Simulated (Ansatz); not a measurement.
# Calcium, fcc: convergence with cold smearing

Computed with Ansatz, r²SCAN, scalar-relativistic PAW, on the relaxed cell (a = 5.567 Å; spin not included). Errors count from a run at 500 eV on a Γ-centred 16×16×16 mesh with Fermi-Dirac smearing of 0.1 eV, extrapolated to zero width. Fixed here: cutoff 500 eV, mesh 10×10×10. The SCF starts from atomic densities corrected by a trained network.

| width (eV) | E(σ→0) error (meV/atom) | F error (meV/atom) | P (GPa) | SCF iterations |
| --- | --- | --- | --- | --- |
| 0.01 | -2.1 | -2.1 | -0.04 | 5 |
| 0.03 | -2.2 | -2.2 | -0.04 | 5 |
| 0.1 | -2.3 | -2.4 | -0.02 | 6 |
| 0.2 | -2.1 | -2.1 | -0.01 | 6 |
| 0.3 | -1.6 | -2.6 | 0.00 | 6 |
| 0.6 | -0.4 | -10.8 | 0.04 | 6 |
| 1.0 | -2.3 | -48.0 | 0.11 | 5 |
